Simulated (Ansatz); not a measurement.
Basis-set series for `[F][Al]([F])[F]`. The species carries charge 0 and has multiplicity 1. The structure was optimised at the PBE0-D4/def2-TZVP level.

```xyz
4

F    -1.041    0.377    1.194
Al    0.000    0.000    0.000
F    -0.451    0.166   -1.556
F     1.492   -0.543    0.362
```

| functional | basis | functions | energy (Eh) | HOMO (eV) | LUMO (eV) |
| --- | --- | --- | --- | --- | --- |
| PBE0-D4 | def2-SVP | 60 | -541.45921 | -11.41 | -1.26 |
| PBE0-D4 | def2-QZVPP | 241 | -541.96054 | -11.77 | -1.60 |
| ωB97M-V | def2-SVP | 60 | -541.77426 | -13.88 | 0.37 |
| ωB97M-V | def2-QZVPP | 241 | -542.27977 | -14.32 | -0.14 |

Task: Give the rows for def2-TZVPP. (Best estimate.)

Result: Ansatz gave: 
```json
{"functional": "PBE0-D4", "basis": "def2-TZVPP", "functions": "135", "energy (Eh)": "-541.93390", "HOMO (eV)": "-11.72", "LUMO (eV)": "-1.49"}
{"functional": "ωB97M-V", "basis": "def2-TZVPP", "functions": "135", "energy (Eh)": "-542.25500", "HOMO (eV)": "-14.26", "LUMO (eV)": "0.14"}
```

Positive LUMOs are unbound and depend on the basis.
